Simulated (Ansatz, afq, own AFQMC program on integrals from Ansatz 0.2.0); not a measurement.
## AlBH2, triplet → AlBH2, singlet

```
atom   x (Å)    y (Å)    z (Å)
   B  0.0000   0.0000   1.3689
  Al  0.0000   0.0000  -0.6894
   H  0.0000   1.0776   1.8859
   H  0.0000  -1.0776   1.8859
```

Connectivity, by distances: BH2–Al.

E(singlet, charge +0) − E(triplet, charge +0) at this geometry, on UHF and RHF determinants.

Basis aug-cc-pVDZ. Only valence electrons are correlated. Ansatz 0.2.0 and our own AFQMC program on the same integrals; the CISD trial comes from CCSD amplitudes, and released means the phaseless constraint is let go. Free projection: walkers drawn from exp(T), propagated without any constraint. Its projection time is finite, and what remains of the start isn't in its error. Error bars are statistical, one sigma. The errors of all members are added in quadrature.

No full CI on the walks' own integrals is used here; CCSDT(Q) serves as the reference and is uncertain by about the last step of the cluster series. Each member takes its own surest rung, up to full CI.

The best estimate is CCSD(T) at the basis-set limit (CBS: def2-TZVPP and def2-QZVPP, with their diffuse functions for anions and beside diffuse sets, CCSD(T) itself extrapolated) plus the step from CCSD(T) to CCSDT(Q) in aug-cc-pVDZ. Rows without CBS are in aug-cc-pVDZ; B2PLYP and the wave-function rows carry a basis error of their own. Core correlation and relativity beyond core potentials are missing, and ± holds the sampling alone.

Cautions: AlBH₂ (triplet): the released energies have errors that jump between times, so the bars are unsure, so no released level is given (meV from the phaseless value at times in 1/Eh: -0.2 ± 2.3 at 0.24, -10 ± 7 at 0.51, 14 ± 20 at 0.99, -11.8 ± 1.7 at 1.62, -15.6 ± 2.0 at 2.40), though the last usable value meets CCSDT(Q) within the noise; AlBH₂ (singlet): another spin lies lower, restricted determinant unstable towards unrestricted (UHF 382 meV lower, ⟨S²⟩ 0.87), the released energies are still falling, so no released level is given (meV from the phaseless value at times in 1/Eh: -5 ± 3 at 0.24, -6.9 ± 2.4 at 0.51, -9.3 ± 2.0 at 0.99, -13.0 ± 1.3 at 1.62, -18 ± 3 at 2.40), though the last usable value meets CCSDT(Q) within the noise, its ph-AFQMC/CISD value lies 19 ± 4 meV above CCSDT(Q).

Best estimate: -1.1 kcal/mol.

```tsv
level	vertical spin gap (kcal/mol)	error against the best estimate (kcal/mol)
HF	4.4	5.5
MP2	3.4	4.5
CCSD	-0.9	0.2
CCSD(T)	0.2	1.3
CCSDT	0.5	1.6
CCSDT(Q)	0.5	1.6
ph-AFQMC/CISD	0.6 ± 0.1	1.7 ± 0.1
free AFQMC	0.7 ± 0.1	1.8 ± 0.1
HF/CBS	4.4	5.5
MP2/CBS	0.7	1.8
CCSD(T)/CBS	-1.4	-0.3
```

Correlation beyond CCSD(T) adds 0.3 kcal/mol. Going to the basis-set limit takes off 1.6 kcal/mol at CCSD(T). The perturbative (T) step is worth +1.1 kcal/mol.

Best estimates are given only where the step beyond CCSD(T) is under 0.3 eV and no member's determinant is very poor (T1 over 0.05, or 0.07 for open shells, ⟨S²⟩ too high by 0.3, two states mixed), so the hardest cases are missing from such tables.

CCSDT and higher add their correlation energy to the determinant of the CCSD(T) run, since their own runs factorise the integrals more tightly (a shift of under 2 meV). Free projections are given only where their last times agree within the noise and don't stop above the reference; a slow remainder of the start can still hide under it. Each member of a difference takes its own highest rung, so a best estimate needn't equal the limit plus the step of one row. A walk keeps the symmetry of its determinant, which the program's search chose and which needn't be the lowest solution, so a lower state of the same spin and another symmetry isn't excluded.
